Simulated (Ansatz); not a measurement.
Basis-set extrapolation for C₃H₃F₃, SMILES `F/C=C(\F)CF` (PBE0-D4/def2-TZVP geometry, frozen core, Ansatz 0.2.0). Multiplicity 1, RHF reference.

```csv
,def2-TZVPP,def2-QZVPP
HF,-413.794576,-413.812789
MP2 correlation,-1.217619,-1.321716
CCSD(T) correlation,-1.284000,not run
```

Energies in hartree. Use E(X) = E(∞) + A·exp(−7.88·√X) for Hartree–Fock and E(X) = E(∞) + B·X^(−2.97) for correlation, with X = 3 and 4, and add CCSD(T) minus MP2 of the smaller set to the MP2 limit.

What is the CCSD(T) energy at the basis-set limit?

HF limit: -413.812789 + (-0.018213) × 0.13774 = -413.81530. MP2 limit: -1.321716 + (-0.104097) × 0.74074 = -1.39882. Higher-order term: -1.284000 − (-1.217619) = -0.06638. Total: -415.28050 hartree, 5.49 eV below CCSD(T)/def2-TZVPP.
